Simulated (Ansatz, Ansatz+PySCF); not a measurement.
Two shapes of doublet CH₂Cl.

Shape 1:

```xyz
4

C     1.1267    0.0000   -0.0004
Cl   -0.5886    0.0000    0.0000
H     1.6230   -0.9563    0.0010
H     1.6230    0.9563    0.0010
```

Shape 2:

```xyz
4

C     0.0000    0.0000   -0.1932
Cl    0.0000    0.0000    1.5721
H     0.0000   -0.9563   -0.6895
H     0.0000    0.9563   -0.6895
```

Basis set: cc-pVTZ on H, C; cc-pV(T+d)Z on Cl (spherical functions). Frozen core: 6 orbitals. Correlation on ROHF uses semicanonical orbitals with singles. Charge 0, multiplicity 2.

Computed with Ansatz (development build ahead of 0.2.0); each method stands on the lowest determinant of its kind that the runs found.

Question: Which shape is lower in energy, and by how much in each method?

Answer:

```csv
method,E(2) − E(1) (eV)
ROHF,0.042
UHF,0.042
ROHF-MP2,0.062
UHF-MP2,0.062
ROHF-CCSD(T),0.048
```

Shape 1 is lower.
